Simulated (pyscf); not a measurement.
**Four-centre exchange: HO–Bi(OH)–OH + silane (SiH₄) → HO–BiH–OH + silanol (HO–SiH₃)**

Gas phase, singlet surface, charge 0. Bonds broken: Bi1–O2, Si8–H9. Bonds formed: Bi1–H9, O2–Si8. Optimised with ωB97X-D3(BJ)/def2-SVP in PySCF.

Transition state (Å):

```xyz
12

Bi    -0.7005     0.8815    -0.6909
O      0.7999    -0.3639     0.3311
O      0.0236     2.5155     0.3672
O     -2.1660     0.6570     0.7454
H      1.3910    -0.0200     1.0189
H     -0.4183     2.5439     1.2292
H     -2.3622    -0.2715     0.9327
Si     0.0738    -2.1163     0.4603
H     -0.7441    -1.4422    -0.7549
H      1.3263    -2.4110     1.2681
H     -1.0275    -2.0475     1.4768
H     -0.0237    -3.4495    -0.2479
```

One imaginary mode, 286i cm⁻¹; descent along it reached the two sides named, in the forms told below.

| bond | change | reactant side (Å) | saddle | product side |
|---|---|---|---|---|
| Bi1–O2 | breaks | 2.089 | 2.202 | 2.7 |
| Si8–H9 | breaks | 1.494 | 1.612 | 3.2 |
| Bi1–H9 | forms | 2.9 | 2.325 | 1.813 |
| O2–Si8 | forms | 2.8 | 1.901 | 1.684 |

Electronic energies relative to the separated reactants (kcal/mol):

```json
[
 {"level": "ωB97X-D3(BJ)/def2-TZVP", "barrier": "8.6", "reaction energy": "-6.2", "reverse barrier": "14.8"},
 {"level": "PBE/def2-TZVP", "barrier": "10.9", "reaction energy": "-4.5", "reverse barrier": "15.4"},
 {"level": "r²SCAN/def2-TZVP", "barrier": "9.6", "reaction energy": "-5.9", "reverse barrier": "15.5"},
 {"level": "B3LYP-D3(BJ)/def2-TZVP", "barrier": "10.9", "reaction energy": "-6.6", "reverse barrier": "17.5"},
 {"level": "PBE0-D3(BJ)/def2-TZVP", "barrier": "8.8", "reaction energy": "-6.9", "reverse barrier": "15.7"},
 {"level": "M06-2X/def2-TZVP", "barrier": "10.2", "reaction energy": "-7.6", "reverse barrier": "17.7"},
 {"level": "ωB97M-D3(BJ)/def2-TZVP", "barrier": "11.2", "reaction energy": "-7.9", "reverse barrier": "19.0"},
 {"level": "HF/def2-TZVP", "barrier": "23.8", "reaction energy": "-12.6", "reverse barrier": "36.4"}
]
```

With ωB97M-D3(BJ)/def2-TZVP energies and thermal terms (ideal gas, 1 atm, RRHO with modes under 100 cm⁻¹ raised to 100, one conformer, R ln 2 for chiral ones without a mode under 150 cm⁻¹), in kcal/mol:

```csv
T (K),ΔH‡,ΔG‡,ΔH,ΔG
298,12.1,22.6,-7.9,-10.1
600,12.2,33.3,-8.0,-12.3
900,12.6,43.7,-8.1,-14.4
1200,13.2,54.0,-8.0,-16.5
```

On the reactant side the descent ends in a complex (not fully relaxed), 4.5 kcal/mol under the separated species and 13.1 kcal/mol under the saddle at ωB97X-D3(BJ)/def2-TZVP. On the product side the descent ends in a bound adduct (not fully relaxed), 10.9 kcal/mol under the separated species and 25.7 kcal/mol under the saddle at ωB97X-D3(BJ)/def2-TZVP. One saddle was located; it need not be the lowest between these sides. Elements past Kr carry the def2 core potentials, without spin-orbit coupling.
